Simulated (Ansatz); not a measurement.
**VIr$_{3}$ (Pm-3m)**

Method: Ansatz, DFT PBEsol, scalar-relativistic, plane waves, PAW.

Cutoff 420 eV; k points 12×12×12 on the computed 4-atom cell (Γ-centred); Gaussian smearing, width 0.10 eV; no spin polarisation.

The structure is relaxed at this level of theory with its symmetry kept. Whether it is the stable form of this composition wasn't checked.

Symmetry: Pm-3m, No. 221, cubic system. The conventional cell has a = 3.794 Å, b = 3.794 Å, c = 3.794 Å, α = 90.00°, β = 90.00°, γ = 90.00°. V (site symmetry m-3m) is surrounded by 12 Ir at 2.68 Å. Around Ir (site symmetry 4/mmm) lie 4 V at 2.68 Å and 8 Ir at 2.68 Å.

| Item | Value |
| --- | --- |
| Volume per atom | 13.65 Å³ |
| Formation energy from the elements' standard states (uncorrected) | -0.491 eV/atom |
| Kohn–Sham band gap | none (metal) |
| Density of states at the Fermi level | 1.97 states/eV per cell |
| Löwdin character within 0.5 eV of the Fermi level | Ir 5d 49 %, V 3d 45 % |
| Bulk modulus | 354 GPa |
| Its pressure derivative | 4.8 |
| Bader charges (e) | V (1 in the cell) 1.30, Ir (3 in the cell) -0.43 |

Spin-orbit coupling is left out, which matters for the bands of heavy elements.

A ferromagnetic start lost its moments in a first run, so spin was left out; other magnetic orders weren't tried.

Cost: 9 runs of about 3 core-minutes in all, on Arm Neoverse V1 (shared hosts).